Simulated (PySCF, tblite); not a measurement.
# B₂H₅F: changes of charge

Wanted: changes of charge for B₂H₅F.

Computed with tblite 0.8.0 and PySCF 2.14.0 and routines of our own; the level stands in each step. Atoms count from 0.

## 1. The system as given

8 atoms, charge 0, multiplicity 1; geometry from: start built from the parent or by distance geometry.

## 2. Optimising the geometry with GFN2-xTB

What the job is given:

```
{"job": {"kind": "relax", "xc": "GFN2-xTB", "basis": "xTB"}, "charge": 0, "multiplicity": 1}
B     -0.116500     0.867600    -0.205800
F     -0.272000     1.220200    -1.511800
H     -0.184800     1.747100     0.577900
H      0.961300     0.106400    -0.043100
B      0.133100    -0.881000     0.254100
H      0.183500    -1.714100    -0.584500
H      0.249000    -1.171000     1.358700
H     -0.935500    -0.156500     0.105300
```

Command:

```
OMP_NUM_THREADS=1 python redox_run.py task.json out
```

One launch serves the whole session: the jobs run in the order shown.

The log of the run:

```text
step      E/eV     max force
  0    -265.96911    0.873
  1    -265.98637    0.198
  2    -265.98790    0.088
  3    -265.98845    0.071
  4    -265.98912    0.090
  5    -265.98957    0.069
  6    -265.98977    0.034
  7    -265.98981    0.015
  8    -265.98983    0.013
  9    -265.98985    0.013
 10    -265.98986    0.010
```

Run time: 0.02 s. Hardware: 1 thread of Intel Xeon Platinum 8488C, shared host.

The steps of the relaxation:

```
step  energy from step 0 (eV)  largest force (eV/Å)
   0                   0.0000                0.8726
   1                  -0.0173                0.1984
   2                  -0.0188                0.0885
   3                  -0.0193                0.0711
   4                  -0.0200                0.0899
   5                  -0.0205                0.0689
   6                  -0.0207                0.0341
   7                  -0.0207                0.0152
   8                  -0.0207                0.0128
   9                  -0.0207                0.0128
  10                  -0.0208                0.0096
```

Distances of close pairs at the start and the end, largest changes first:

```
 bond  before (Å)  after (Å)  change (Å)
B0–H3       1.329      1.355      +0.025
B4–H6       1.148      1.172      +0.024
B0–F1       1.362      1.338      -0.024
H3–B4       1.323      1.305      -0.018
B4–H5       1.183      1.171      -0.013
B0–H7       1.348      1.356      +0.008
B0–H2       1.180      1.176      -0.004
B4–H7       1.300      1.303      +0.003
```

The next job starts from the end point, and lists it.

## 3. Harmonic vibrations with GFN2-xTB

What the job is given:

```
{"job": {"kind": "ir", "xc": "GFN2-xTB", "basis": "xTB"}, "charge": 0, "multiplicity": 1}
B     -0.126437     0.875831    -0.206094
F     -0.266614     1.214980    -1.492950
H     -0.184594     1.757145     0.569784
H      0.965527     0.091056    -0.040559
B      0.134570    -0.875692     0.236315
H      0.184979    -1.713068    -0.580125
H      0.256500    -1.171623     1.363587
H     -0.945806    -0.159804     0.100911
```

The log of the run:

```text
mode    cm-1     km/mol
  1     238.6     22.21
  2     451.6     24.38
  3     540.4      6.66
  4     588.6      2.50
  5     685.7     35.69
  6     871.7     86.46
  7    1001.2     57.57
  8    1066.8    188.88
  9    1123.9    341.72
 10    1159.3     29.03
 11    1168.4      1.85
 12    1321.7     23.90
 13    1389.0    209.05
 14    1605.2    107.44
 15    1847.7     11.68
 16    2601.7    119.28
 17    2624.6     77.40
 18    2664.0    131.76
ZPE 137.273  H(298)-E 151.008  G(298)-E 70.643 kJ/mol  S 269.55 J/(mol K)
```

It took 0.12 s on 1 thread of Intel Xeon Platinum 8488C, shared host.

Which atoms move in the most intense modes:

```
cm⁻¹  km/mol                               atoms
 872    86.5                    H2 40 %, H5 38 %
1067   188.9  B0 23 %, F1 21 %, H7 17 %, H3 16 %
1124   341.7  B0 36 %, H7 15 %, H3 15 %, H2 14 %
1389   209.1                    H3 44 %, H7 42 %
1605   107.4                    H3 46 %, H7 44 %
2602   119.3                             H2 92 %
2625    77.4                    H6 59 %, H5 37 %
2664   131.8           H5 56 %, H6 33 %, B4 11 %
```

## 4. Relaxing the molecule at BP86-D3(BJ)/ma-def2-SVP

Settings changed since step 3:

```diff
@@ -1,2 +1,2 @@
-{"job": {"kind": "ir", "xc": "GFN2-xTB", "basis": "xTB"}, "charge": 0, "multiplicity": 1}
+{"job": {"xc": "BP86", "basis": "ma-def2-SVP", "d3": "d3bj", "grid": 1, "kind": "geom"}, "charge": 0, "multiplicity": 1}
 B     -0.126437     0.875831    -0.206094
```

The log of the run:

```text
step   0  E = -152.45841095  max force = 0.019239
step   1  E = -152.46230470  max force = 0.009518
step   2  E = -152.46269150  max force = 0.001804
step   3  E = -152.46270927  max force = 0.002155
step   4  E = -152.46273364  max force = 0.002067
step   5  E = -152.46280325  max force = 0.000627
step   6  E = -152.46283411  max force = 0.000267
step   7  E = -152.46283559  max force = 0.000147
optimisation converged
```

Wall time 13 s (1 thread of Intel Xeon Platinum 8488C, shared host).

The steps of the relaxation:

```
step  energy from step 0 (eV)  largest force component (eV/Å)
   0                   0.0000                          0.9893
   1                  -0.1060                          0.4894
   2                  -0.1165                          0.0928
   3                  -0.1170                          0.1108
   4                  -0.1176                          0.1063
   5                  -0.1195                          0.0322
   6                  -0.1204                          0.0137
   7                  -0.1204                          0.0076
```

Close pairs (by a distance rule), those that changed most:

```
 bond  before (Å)  after (Å)  change (Å)
B4–H5       1.171      1.210      +0.039
B4–H6       1.172      1.210      +0.038
B0–H2       1.176      1.213      +0.037
B0–B4       1.825      1.792      -0.034
B0–H3       1.355      1.381      +0.026
B0–H7       1.356      1.381      +0.025
B0–F1       1.338      1.353      +0.015
B4–H7       1.303      1.313      +0.009
```

The end geometry stands in the next job.

```
                         at the end point                 value
  point group (found at 0.08 Å tolerance)                    Cs
rotational constants (GHz, main isotopes)  40.244, 7.841, 6.927
                        dipole moment (D)                  0.92
```

## 5. Single point (B₂H₅F): BP86-D3(BJ)/ma-def2-SVP

Geometry: BP86-D3(BJ)/ma-def2-SVP.

What the job is given:

```
{"job": {"kind": "sp", "xc": "BP86", "basis": "ma-def2-SVP", "d3": "d3bj", "grid": 2}, "charge": 0, "multiplicity": 1}
B     -0.174016     0.830911    -0.280396
F     -0.350578     1.035358    -1.606210
H     -0.258868     1.765966     0.487780
H      0.998809     0.146041    -0.029744
B      0.181350    -0.832234     0.282904
H      0.249282    -1.706719    -0.549998
H      0.340089    -1.021205     1.467802
H     -0.966010    -0.203512     0.177747
```

The log of the run:

```text
coarse grid: 6360 points
cycle   1  E = -152.3981537639  dE = -1.626e-02  |g| = 4.237e-01  |ddm| = 2.557e+00
cycle   2  E = -152.3127462977  dE =  8.541e-02  |g| = 8.517e-01  |ddm| = 1.011e+00
cycle   3  E = -152.4336541829  dE = -1.209e-01  |g| = 9.357e-02  |ddm| = 6.386e-01
cycle   4  E = -152.4361711593  dE = -2.517e-03  |g| = 2.647e-02  |ddm| = 1.389e-01
cycle   5  E = -152.4363891771  dE = -2.180e-04  |g| = 5.664e-03  |ddm| = 3.543e-02
cycle   6  E = -152.4363986495  dE = -9.472e-06  |g| = 1.528e-03  |ddm| = 7.856e-03
final grid: 60880 points
cycle   7  E = -152.4627519125  dE = -3.139e-05  |g| = 4.618e-03  |ddm| = 3.853e-02
cycle   8  E = -152.4627440227  dE =  7.890e-06  |g| = 8.379e-03  |ddm| = 9.096e-03
cycle   9  E = -152.4627560204  dE = -1.200e-05  |g| = 8.164e-04  |ddm| = 5.947e-03
cycle  10  E = -152.4627561708  dE = -1.503e-07  |g| = 2.663e-04  |ddm| = 1.162e-03
cycle  11  E = -152.4627561860  dE = -1.526e-08  |g| = 1.900e-05  |ddm| = 3.453e-04
cycle  12  E = -152.4627561861  dE = -1.216e-10  |g| = 5.287e-06  |ddm| = 3.810e-05
converged SCF energy = -152.4627561861
```

Run time: 3.5 s. Hardware: 1 thread of Intel Xeon Platinum 8488C, shared host.

Orbitals, density, ELF and potential are computed afterwards from the orbital file.

Frontier orbitals at BP86/ma-def2-SVP, with the share of their density that lies nearest to each atom:

```
orbital  energy (eV)                                   lies on
   HOMO        -8.41                 H2 34 %; F1 22 %; H5 20 %
   LUMO        -1.84  B0 24 %; B4 19 %; H3, H7 about 13 % each
```

ELF in a plane through or near 6 of the atoms.

Ten even steps from ' ' (0.00) to '@' (1.00):
```
                                                        
                                                        
                                                        
              ::====--::          ......                
          ::##@@@@@@@@%%--    ..==++++++--::..          
          **@@@@@@@@@@@@**    ::++##%%##**==::          
        ..@@@@@@@@@@@@@@##..  ::**%%##++%%##++::        
        ..##@@@@@@@@@@@@**::..::**%%--++%%%%**::        
          ==%%@@@@@@@@**==--::::==%%%%%%%%**==..        
          ..--++**--::==  ++++..==  --==--....          
          --++##%%++..==..++++..++----++--..            
        ..%%@@@@@@@@@@**----::--++@@@@@@@@%%++          
        --@@@@@@@@@@@@%%==....==@@@@@@@@@@@@@@..        
        ::@@@@@@@@@@@@@@==    ++@@@@@@@@@@@@@@::        
          ##@@@@@@@@@@%%::    --@@@@@@@@@@@@##          
          ::##%%@@@@%%==      ..**@@@@@@@@%%--          
              ....::..            ::==--::              
                                                        
                                                        
                                                        
```
The map spans 8.4 Å across and 7.5 Å up, centred on the molecule. Atoms in the plane (x, y in Å): B0 (0.9, 0.0), F1 (1.6, 1.1), H2 (1.5, -1.1), B4 (-0.9, 0.0), H5 (-1.4, 1.1), H6 (-1.5, -1.0).

On the surface of density 0.002 e/bohr³ the electrostatic potential runs, from the 1st to the 99th percentile, from -0.78 V near F1 to 1.35 V near H7.

## 6. Single point (B2H5F− (doublet)): BP86-D3(BJ)/ma-def2-SVP

Geometry: BP86-D3(BJ)/ma-def2-SVP, that of another charge or spin state.

Settings changed since step 5:

```diff
@@ -1,2 +1,2 @@
-{"job": {"kind": "sp", "xc": "BP86", "basis": "ma-def2-SVP", "d3": "d3bj", "grid": 2}, "charge": 0, "multiplicity": 1}
+{"job": {"kind": "sp", "xc": "BP86", "basis": "ma-def2-SVP", "d3": "d3bj", "grid": 2}, "charge": -1, "multiplicity": 2}
 B     -0.174016     0.830911    -0.280396
```

The log of the run (excerpt; [...] marks lines left out):

```text
final grid: 60880 points
cycle   1  E = -152.3071069028  dE =  8.452e-02  |g| = 3.798e-01  |ddm| = 2.686e+02
cycle   2  E = -152.1360321386  dE =  1.711e-01  |g| = 6.281e-01  |ddm| = 2.685e+02
cycle   3  E = -152.4194465968  dE = -2.834e-01  |g| = 1.059e-01  |ddm| = 1.233e+00
cycle   4  E = -152.4333066312  dE = -1.386e-02  |g| = 2.415e-02  |ddm| = 1.125e+00
cycle   5  E = -152.4333818223  dE = -7.519e-05  |g| = 2.434e-02  |ddm| = 4.235e-01
cycle   6  E = -152.4338103501  dE = -4.285e-04  |g| = 8.675e-03  |ddm| = 8.936e-02
cycle   7  E = -152.4338671684  dE = -5.682e-05  |g| = 3.081e-03  |ddm| = 4.844e-02
cycle   8  E = -152.4338745545  dE = -7.386e-06  |g| = 1.376e-03  |ddm| = 3.587e-02
cycle   9  E = -152.4338759697  dE = -1.415e-06  |g| = 2.782e-04  |ddm| = 3.464e-02
cycle  10  E = -152.4338762859  dE = -3.162e-07  |g| = 1.556e-04  |ddm| = 4.559e-02
[... 8 cycles left out ...]
cycle  19  E = -152.4338766813  dE = -9.015e-08  |g| = 2.911e-05  |ddm| = 1.805e-01
cycle  20  E = -152.4338767882  dE = -1.069e-07  |g| = 2.288e-05  |ddm| = 2.566e-01
cycle  21  E = -152.4338768519  dE = -6.370e-08  |g| = 1.905e-05  |ddm| = 1.879e-01
cycle  22  E = -152.4338769454  dE = -9.355e-08  |g| = 1.852e-05  |ddm| = 3.205e-01
cycle  23  E = -152.4338769062  dE =  3.919e-08  |g| = 3.350e-05  |ddm| = 1.358e-01
cycle  24  E = -152.4338770513  dE = -1.451e-07  |g| = 8.280e-05  |ddm| = 7.228e-01
cycle  25  E = -152.4338771028  dE = -5.148e-08  |g| = 2.743e-05  |ddm| = 2.879e-01
cycle  26  E = -152.4338771479  dE = -4.508e-08  |g| = 7.034e-05  |ddm| = 4.195e-01
cycle  27  E = -152.4338771611  dE = -1.324e-08  |g| = 7.082e-05  |ddm| = 1.229e-01
cycle  28  E = -152.4338771563  dE =  4.814e-09  |g| = 6.387e-05  |ddm| = 5.739e-02
converged SCF energy = -152.4338771563
```

Wall time 8.3 s (1 thread of Intel Xeon Platinum 8488C, shared host).

## 7. Geometry optimisation with GFN2-xTB

This step treats B2H5F− (doublet), labelled `B.[BH2-]F` (the label fixes atoms and charge, not where charge and spin sit).

What the job is given:

```
{"job": {"kind": "relax", "xc": "GFN2-xTB", "basis": "xTB"}, "charge": -1, "multiplicity": 2}
B     -0.157800     0.824800    -0.285700
F     -0.361300     1.044000    -1.629200
H     -0.241400     1.758400     0.491000
H      0.996300     0.160700    -0.050300
B      0.178100    -0.836100     0.294200
H      0.238300    -1.708400    -0.558800
H      0.340500    -1.015400     1.456800
H     -0.954600    -0.194500     0.182800
```

The log of the run:

```text
step      E/eV     max force
  0    -267.71854    3.530
  1    -268.00754    2.002
  2    -268.19466    1.091
  3    -268.33578    1.354
  4    -268.65037    2.139
  5    -268.81792    2.071
  6    -269.03192    1.647
  7    -269.19039    3.894
  8    -269.46723    1.234
  9    -269.55886    1.090
 10    -269.74512    1.200
 11    -269.79891    0.918
 12    -269.89204    0.983
 13    -270.01707    2.166
 14    -270.17496    3.181
 15    -270.34506    2.689
 16    -270.63439    1.823
 17    -270.84016    1.105
 18    -270.91642    1.220
 19    -270.90281    1.848
 20    -271.01379    0.660
 21    -271.04383    0.373
 22    -271.06481    0.407
 23    -271.08368    0.395
 24    -271.09912    0.261
 25    -271.10564    0.168
 26    -271.11021    0.219
 27    -271.11399    0.243
 28    -271.11765    0.176
 29    -271.11965    0.119
 30    -271.12070    0.129
 31    -271.12167    0.156
 32    -271.12294    0.166
 33    -271.12418    0.128
 34    -271.12497    0.090
 35    -271.12542    0.067
 36    -271.12574    0.073
 37    -271.12599    0.071
 38    -271.12614    0.041
 39    -271.12618    0.014
 40    -271.12620    0.013
 41    -271.12621    0.008
```

Wall time 0.09 s (1 thread of Intel Xeon Platinum 8488C, shared host).

Relaxation path: (not every step is listed)

```
step  energy from step 0 (eV)  largest force (eV/Å)
   0                   0.0000                3.5303
   1                  -0.2890                2.0015
   2                  -0.4761                1.0914
   3                  -0.6172                1.3541
   4                  -0.9318                2.1388
   5                  -1.0994                2.0706
   6                  -1.3134                1.6470
   7                  -1.4718                3.8938
   8                  -1.7487                1.2342
  10                  -2.0266                1.2003
  12                  -2.1735                0.9833
  14                  -2.4564                3.1810
  16                  -2.9158                1.8228
  18                  -3.1979                1.2200
  20                  -3.2952                0.6604
  22                  -3.3463                0.4070
  24                  -3.3806                0.2608
  26                  -3.3917                0.2191
  28                  -3.3991                0.1762
  30                  -3.4022                0.1294
  32                  -3.4044                0.1658
  34                  -3.4064                0.0895
  36                  -3.4072                0.0728
  37                  -3.4074                0.0715
  38                  -3.4076                0.0408
  39                  -3.4076                0.0137
  40                  -3.4077                0.0130
  41                  -3.4077                0.0075
```

Distances of close pairs at the start and the end, largest changes first:

```
 bond  before (Å)  after (Å)  change (Å)
H3–B4       1.335      2.543      +1.208
B0–H7       1.376      2.541      +1.165
B0–H3       1.352      1.203      -0.149
B0–B4       1.791      1.936      +0.145
B4–H7       1.307      1.199      -0.108
B0–F1       1.376      1.409      +0.032
B4–H5       1.222      1.198      -0.023
B4–H6       1.188      1.202      +0.014
```

The next job starts from the end point, and lists it.

## 8. Vibrational analysis with GFN2-xTB

What the job is given:

```
{"job": {"kind": "ir", "xc": "GFN2-xTB", "basis": "xTB"}, "charge": -1, "multiplicity": 2}
B      0.258670     0.868397    -0.305508
F     -0.301925     1.067004    -1.582291
H     -0.214038     1.651658     0.476562
H      1.459472     0.865392    -0.381336
B     -0.233682    -0.889087     0.339730
H      0.183136    -1.661843    -0.475982
H      0.315868    -0.983503     1.404311
H     -1.429329    -0.884588     0.425269
```

The log of the run:

```text
mode    cm-1     km/mol
  1     132.4      0.02
  2     247.1      2.76
  3     448.6      2.87
  4     593.0     16.16
  5     628.8      8.85
  6     637.8      1.18
  7     885.5     86.58
  8     979.8     74.94
  9    1013.2    330.27
 10    1030.4    290.62
 11    1197.1    189.39
 12    1226.5     84.03
 13    1227.5    112.78
 14    2285.7    307.30
 15    2308.1    285.00
 16    2332.8    467.03
 17    2336.2    678.11
 18    2385.3     68.11
ZPE 130.967  H(298)-E 146.373  G(298)-E 60.423 kJ/mol  S 288.28 J/(mol K)
```

It took 0.12 s on 1 thread of Intel Xeon Platinum 8488C, shared host.

Which atoms move in the most intense modes:

```
cm⁻¹  km/mol                               atoms
1013   330.3           H3 38 %, H2 37 %, B0 22 %
1030   290.6  H5 28 %, H7 28 %, H6 28 %, B4 16 %
1197   189.4           H3 44 %, H2 44 %, B0 11 %
1228   112.8           H6 56 %, H7 23 %, H5 11 %
2286   307.3           H2 46 %, H3 39 %, B0 10 %
2308   285.0                             H6 69 %
2333   467.0                    H3 46 %, H2 36 %
2336   678.1                    H5 44 %, H7 41 %
```

## 9. Relaxing the molecule at BP86-D3(BJ)/ma-def2-SVP

This step treats B2H5F− (doublet), labelled `B.[BH2-]F` (the label fixes atoms and charge, not where charge and spin sit).

What the job is given:

```
{"job": {"xc": "BP86", "basis": "ma-def2-SVP", "d3": "d3bj", "grid": 1, "kind": "geom"}, "charge": -1, "multiplicity": 2}
B     -0.174016     0.830911    -0.280396
F     -0.350578     1.035358    -1.606210
H     -0.258868     1.765966     0.487780
H      0.998809     0.146041    -0.029744
B      0.181350    -0.832234     0.282904
H      0.249282    -1.706719    -0.549998
H      0.340089    -1.021205     1.467802
H     -0.966010    -0.203512     0.177747
```

The log of the run:

```text
step   0  E = -152.43391926  max force = 0.035719
step   1  E = -152.43690899  max force = 0.022922
step   2  E = -152.43867633  max force = 0.011015
step   3  E = -152.43790596  max force = 0.033523
step   4  E = -152.43952551  max force = 0.012890
step   5  E = -152.44009020  max force = 0.009775
step   6  E = -152.44073450  max force = 0.011438
step   7  E = -152.44267408  max force = 0.021790
step   8  E = -152.44402615  max force = 0.028049
step   9  E = -152.44882188  max force = 0.010517
step  10  E = -152.44837385  max force = 0.026365
step  11  E = -152.45177070  max force = 0.011227
step  12  E = -152.45430592  max force = 0.010940
step  13  E = -152.45769966  max force = 0.013321
step  14  E = -152.46181813  max force = 0.011770
step  15  E = -152.45916106  max force = 0.025466
step  16  E = -152.46155821  max force = 0.016634
step  17  E = -152.46283420  max force = 0.013946
step  18  E = -152.46411730  max force = 0.003131
step  19  E = -152.46415114  max force = 0.003824
step  20  E = -152.46436824  max force = 0.001382
step  21  E = -152.46442012  max force = 0.000849
step  22  E = -152.46444048  max force = 0.000670
step  23  E = -152.46445465  max force = 0.000960
step  24  E = -152.46447326  max force = 0.001453
step  25  E = -152.46429599  max force = 0.003809
step  26  E = -152.46447717  max force = 0.002187
step  27  E = -152.46451858  max force = 0.000816
step  28  E = -152.46452614  max force = 0.000585
step  29  E = -152.46451970  max force = 0.000526
step  30  E = -152.46451310  max force = 0.000386
step  31  E = -152.46451845  max force = 0.000325
optimisation converged
```

Wall time 77 s (1 thread of Intel Xeon Platinum 8488C, shared host).

Along the way: (the energy doesn't fall at every step)

```
step  energy from step 0 (eV)  largest force component (eV/Å)
   0                   0.0000                          1.8367
   1                  -0.0814                          1.1787
   2                  -0.1294                          0.5664
   3                  -0.1085                          1.7238
   4                  -0.1526                          0.6628
   5                  -0.1679                          0.5027
   6                  -0.1855                          0.5882
   7                  -0.2382                          1.1205
   8                  -0.2750                          1.4423
   9                  -0.4055                          0.5408
  10                  -0.3933                          1.3557
  11                  -0.4858                          0.5773
  12                  -0.5547                          0.5626
  13                  -0.6471                          0.6850
  14                  -0.7592                          0.6052
  15                  -0.6869                          1.3095
  16                  -0.7521                          0.8554
  17                  -0.7868                          0.7171
  18                  -0.8217                          0.1610
  19                  -0.8227                          0.1966
  20                  -0.8286                          0.0711
  21                  -0.8300                          0.0437
  22                  -0.8305                          0.0345
  23                  -0.8309                          0.0494
  24                  -0.8314                          0.0747
  25                  -0.8266                          0.1959
  26                  -0.8315                          0.1125
  27                  -0.8326                          0.0420
  28                  -0.8329                          0.0301
  29                  -0.8327                          0.0270
  30                  -0.8325                          0.0198
  31                  -0.8326                          0.0167
```

Close pairs (by a distance rule), those that changed most:

```
 bond  before (Å)  after (Å)  change (Å)
B4–H7       1.313      2.565      +1.252
B0–H3       1.381      2.582      +1.201
B0–B4       1.792      2.055      +0.264
B0–H7       1.381      1.240      -0.141
H3–B4       1.313      1.236      -0.077
B0–F1       1.353      1.415      +0.061
B4–H5       1.210      1.237      +0.027
B0–H2       1.213      1.239      +0.026
```

The next job starts from the end point, and lists it.

```
                         at the end point                 value
  point group (found at 0.08 Å tolerance)                    Cs
rotational constants (GHz, main isotopes)  28.793, 6.897, 6.184
                                     ⟨S²⟩                 0.752
```

[end of part 1 of 2]
